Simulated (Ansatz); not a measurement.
Species: water, H2O, charge 0, multiplicity 1. SMILES: O
Geometry from a B3LYP-D3(BJ)/def2-TZVP (Ansatz, an electronic-structure program) optimisation:
```
O
H 1 0.9627
H 1 0.9627 2 105.24
```
Charge 0, spin multiplicity 1.

Quantity: atomisation energy (electronic, to ground-state atoms), in kJ/mol. Cores are frozen in the correlated levels unless marked. UHF or UKS for open shells. No spin-orbit coupling. No relativistic terms. The coupled-cluster limit lacks core correlation, which all-electron functionals hold. Basis-set limits of correlation are two-point, X^-3; Hartree-Fock from the larger set (for Q and 5 zeta extrapolated as (X+1)exp(-9√X)).

| level | program | atomisation energy (kJ/mol) |
|---|---|---|
| BLYP-D4/def2-TZVPD | Ansatz + dftd4 | 968.7 |
| B3LYP-D3(BJ)/def2-TZVPD | Ansatz + dftd3 | … |
| PBE0-D4/def2-TZVP | Ansatz + dftd4 | … |
| HSE06/def2-TZVPD | Ansatz | 945.2 |
| wB97X/def2-TZVPD | Ansatz | 950.8 |
| CCSD(T)/CBS(cc-pVQZ,cc-pV5Z) | Ansatz | … |

Task: Some entries are withheld; supply them.

Result: 
- B3LYP-D3(BJ)/def2-TZVPD, atomisation energy (kJ/mol): 961.2
- PBE0-D4/def2-TZVP, atomisation energy (kJ/mol): 936.8
- CCSD(T)/CBS(cc-pVQZ,cc-pV5Z), atomisation energy (kJ/mol): 974.1
